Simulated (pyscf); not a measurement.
Elementary routes open to `[SiH2]=[AsH]` + `[OH2]` in the gas phase (singlet surface):
A. `[OH][SiH2][AsH2]` (H–O broken; As–H, O–Si formed)
B. `[OH][SiH]=[AsH]` + `[H][H]` (H–Si, H–O broken; O–Si, H–H formed)

Single points on ωB97X-D3(BJ)/def2-SVP structures (PySCF, gas phase).

**Question.** Rank the routes by free-energy barrier at 600 K, lowest first, for ωB97M-D3(BJ)/def2-TZVP energies (ideal gas, 1 atm, RRHO with modes under 100 cm⁻¹ raised to 100, one conformer, R ln 2 for chiral ones without a mode under 150 cm⁻¹).

**Answer.** A (13.5 kcal/mol), B (37.3 kcal/mol)

Route A is the fastest of these, ahead of the next by 23.8 kcal/mol. The most stable products are those of A (ΔG = -31.7 kcal/mol), so kinetics and thermodynamics agree. At 1200 K A is still the fastest. A: On the reactant side the descent ends in an adduct with a O–Si contact, 10.3 kcal/mol under the separated species and 4.0 kcal/mol under the saddle at ωB97X-D3(BJ)/def2-TZVP. B: On the reactant side the descent ends in an adduct with a O–Si contact, 10.3 kcal/mol under the separated species and 29.0 kcal/mol under the saddle at ωB97X-D3(BJ)/def2-TZVP. Only these routes are compared; each barrier is that of the saddle found, and lower ones may exist. Elements up to Kr have no core potential and no relativistic terms here.
